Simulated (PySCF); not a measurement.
## Dipole moment and polarisability of (NaH)2 ring

Compound: (NaH)2 ring, Na₂H₂.
Geometry (PBE0-D3(BJ)/def2-SVP, Å), atoms numbered from 1 in this order:
```xyz
4
Na2H2 angstrom
Na     1.100    0.616   -0.630
H     -0.687    1.408    0.177
Na    -1.100   -0.616    0.630
H      0.687   -1.408   -0.177
```

Level: B3LYP/def2-SVPD (PySCF), static field, nuclei fixed, core orbitals frozen in the response. The polarisability tensor in these axes (au):

```
x   59.85  9.27 -7.70
y    9.27 47.97 -4.82
z   -7.70 -4.82 51.29
```

Q: What are the eigenvalues, a third of the trace, and Δα (Δα² = ½Σ(αi − αj)² over the three pairs)?

A: Principal values 42.84, 46.82 and 69.44 au; mean 53.03 au = 7.86 Å³ = 8.74 × 10⁻⁴⁰ C²·m²/J; Δα = 24.85 au (47 % of the mean).

Q: What is the dipole moment?

A: 0.00 D; point group D2h allows none.

Q: Form Σ f/ω² (atomic units) for the 10 lowest TDDFT singlets, given as eV and f, and set it beside the mean polarisability, which is this sum over all singlets: 2.97, 0.0000; 3.79, 0.0000; 3.81, 0.0010; 4.29, 0.2158; 4.76, 0.2387; 4.77, 0.0000; 4.78, 0.0000; 5.09, 0.2721; 5.14, 0.0000; 5.19, 0.0000.

A: They add up to 24.32 au, 45.9 % of the 53.03 au; the largest single term is 8.68 au, from the state at 4.29 eV. Terms in order: 0.00, 0.00, 0.05, 8.68, 7.80, 0.00, 0.00, 7.79, 0.00, 0.00 au. Higher excitations give the rest. The strengths listed sum to 0.728.

Q: Give the principal axes and the span of the nuclei along them.

A: Largest value along (0.78, 0.44, -0.45), where the nuclei span 2.82 Å; middle along (0.45, 0.11, 0.89), 0.00 Å; least along (-0.44, 0.89, 0.11), 3.15 Å. The strongest response doesn't lie along the longest of the three spans.

Q: What molar refraction does this α imply?

A: Lorentz–Lorenz: R = (4π/3)N_A α = 2.5225 cm³/(mol·Å³) × 7.86 Å³ = 19.8 cm³/mol, in the limit of long wavelengths.

Isolated species at its PBE0-D3(BJ)/def2-SVP geometry, gas phase.
